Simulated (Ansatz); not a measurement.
# C2H5ClN2: the cost of one run

Method: UKS PBE-D4/6-31G*, in Ansatz 0.2.0.

## (1) The structure to begin with

Bond lengths: C1–N2 1.417 Å, N2–C3 1.298 Å, C3–N4 1.441 Å, C3–Cl5 1.682 Å, C1–H6 1.169 Å, C1–H7 1.070 Å, C1–H8 1.073 Å, N4–H9 0.979 Å, N4–H10 0.981 Å. Angles: C1–N2–C3 119.4°, N2–C1–H6 110.3°, N2–C1–H7 112.1°, N2–C1–H8 112.0°, H6–C1–H7 105.6°, H6–C1–H8 105.7°, H7–C1–H8 110.6°, N2–C3–N4 117.9°, N2–C3–Cl5 127.2°, N4–C3–Cl5 114.8°, C3–N4–H9 107.4°, C3–N4–H10 110.1°, H9–N4–H10 119.4°.

Structure file:

```xyz
10

C    -0.8783   -0.2060    1.3661
N     0.3237   -0.1975    0.6160
C     0.3013    0.1991   -0.6196
N     1.5431    0.1988   -1.3513
Cl   -1.0332    0.7314   -1.4934
H    -1.3280    0.8710    1.4252
H    -0.7183   -0.5073    2.3800
H    -1.6347   -0.8124    0.9062
H     1.3248    0.0840   -2.2985
H     2.1828   -0.4123   -0.9278
```

## (2) End point A

Contents of input.yaml:

```yaml
crystal:
  periodic: [false, false, false]
  atoms:
    - { symbol: C, position_ang: [-0.8783, -0.206, 1.3661] }
    - { symbol: "N", position_ang: [0.3237, -0.1975, 0.616] }
    - { symbol: C, position_ang: [0.3013, 0.1991, -0.6196] }
    - { symbol: "N", position_ang: [1.5431, 0.1988, -1.3513] }
    - { symbol: Cl, position_ang: [-1.0332, 0.7314, -1.4934] }
    - { symbol: H, position_ang: [-1.328, 0.871, 1.4252] }
    - { symbol: H, position_ang: [-0.7183, -0.5073, 2.38] }
    - { symbol: H, position_ang: [-1.6347, -0.8124, 0.9062] }
    - { symbol: H, position_ang: [1.3248, 0.084, -2.2985] }
    - { symbol: H, position_ang: [2.1828, -0.4123, -0.9278] }
magnetization:
  spin_polarized: true
basis:
  gaussian: { orbitals: "6-31G*" }
hamiltonian:
  xc: pbe
  dispersion: d4
relax:
  f_tol: 0.02
  max_steps: 50
```

Launch:

```sh
> ansatz run input.yaml --threads 2 --pin off --max-ram 3072MiB --backend cpu --events-out ev --progress --plain --runs-dir out
```

Q: Estimate wall time and peak memory on 2 threads of Arm Neoverse V1, shared host.

About 69 s, with a peak of 0.15 GiB.
